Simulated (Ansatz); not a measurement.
ethylene (SMILES C=C) moved off its minimum; all values from Ansatz (a program for electronic structure), cores frozen in correlated methods.
(charge 0, multiplicity 1)
```xyz
6

C     -0.6236    -0.0230     0.0297
C      0.6720     0.0342     0.0224
H     -1.2553     0.8393     0.0932
H     -1.1617    -0.9962    -0.1424
H      1.2507    -0.8516    -0.1086
H      1.1359     0.9673     0.1492
```

### Question
Give the forces (eV/Å), the total energy and the dipole at CCSD(T)/aug-cc-pVTZ.

### Answer

```
atom      Fx      Fy      Fz
----  ------  ------  ------
C1    -3.118  -1.770  -0.610
C2     1.291  -0.331   0.001
H3    -0.199   0.438   0.203
H4     0.558   1.024   0.291
H5     0.543  -0.376  -0.012
H6     0.925   1.016   0.127
```
Energy -78.4389 hartree, dipole 0.07 D.
